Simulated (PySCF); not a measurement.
## Li₂⁻: energy against distance

Set-up: basis Li aug-pcseg-1; no relativity; PySCF 2.14. Energies in eV from Li + Li⁻ in their ground configurations at the same level. State: doublet, unpaired electrons σ ↑.

| R (Å) | ROHF-CCSD | ROHF-CCSD(T) | PBE0 |
| --- | --- | --- | --- |
| 2.673 |  |  | -0.7693 |
| 2.797 | -0.6172 | -0.6519 | -0.8131 |
| 2.921 | -0.6443 | -0.6786 | -0.8380 |
| 3.015 | -0.6554 | -0.6894 | -0.8472 |
| 3.108 | -0.6603 | -0.6940 | -0.8498 |
| 3.201 | -0.6602 | -0.6935 | -0.8471 |
| 3.326 | -0.6538 | -0.6868 | -0.8372 |
| 3.481 | -0.6385 | -0.6709 | -0.8172 |
| 3.667 | -0.6126 | -0.6444 | -0.7857 |
| 3.916 |  |  | -0.7366 |

Q: Put a parabola through the three lowest points of the ROHF-CCSD curve and estimate Re, k and ωe (reduced mass 3.508 u; 1 eV/Å² = 0.16022 mdyn/Å; ωe = 1302.8·√(k/μ) cm⁻¹).

A: Through R = 3.015, 3.108, 3.201 Å the second-order coefficient is 0.289 eV/Å², so Re ≈ 3.153 Å, k ≈ 0.0926 mdyn/Å and ωe ≈ 212 cm⁻¹. A polynomial fit of higher order to the unrounded ROHF-CCSD energies gives Re = 3.151 Å, k = 0.0835 mdyn/Å, ωe = 201 cm⁻¹; anharmonicity and rounding make the difference.

The higher-order fit for each curve: ROHF-CCSD: Re = 3.151 Å, ωe = 201 cm⁻¹, De = 0.66 eV; ROHF-CCSD(T): Re = 3.145 Å, ωe = 203 cm⁻¹, De = 0.69 eV; PBE0: Re = 3.104 Å, ωe = 217 cm⁻¹, De = 0.85 eV.

Correlated steps freeze no core orbitals. Correlated levels converge slowly with the basis: in double zeta they bind strong bonds too weakly, by up to about 1 eV, and carry superposition errors of some tenths. The highest Kohn–Sham level is positive in this anion. Much of that is self-interaction error, but it also means that the finite basis helps to hold the extra electron. The CCSD T1 diagnostic is raised, a sign that a single reference may not be enough here. The state is the lowest determinant that a PBE0 search found; another state may lie lower at other levels.
